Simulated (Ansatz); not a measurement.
# Which level was it?

CH5BO has 8 atoms, charge 0, and is taken as a singlet. SMILES: `CBO`. The shape is that of a PBE0-D4/def2-TZVP optimisation. This is one conformer, not always the lowest.

```xyz
8

C    -0.6186    0.7103   -0.3246
B     0.5088   -0.2401    0.1802
O     0.2407   -1.5583    0.3556
H    -1.5683    0.2012   -0.4994
H    -0.3085    1.2051   -1.2519
H    -0.7805    1.5201    0.3957
H     1.6205    0.1631    0.4208
H     0.9982   -2.0584    0.6677
```

A calculation with Ansatz 0.2.0 gave:

The total energy is -141.2144 Eh and the HOMO energy is -10.96 eV. The LUMO energy is 0.75 eV. The HOMO–LUMO gap is 11.71 eV.

Question: Which of these levels gave the numbers?
A. HF/6-311+G**
B. BHLYP/6-311+G**
C. HF/3-21G
D. wB97M-V/6-311+G**

Answer: D. The others give -140.4214 Eh (HF/6-311+G**), -139.6042 Eh (HF/3-21G), -141.2067 Eh (BHLYP/6-311+G**).
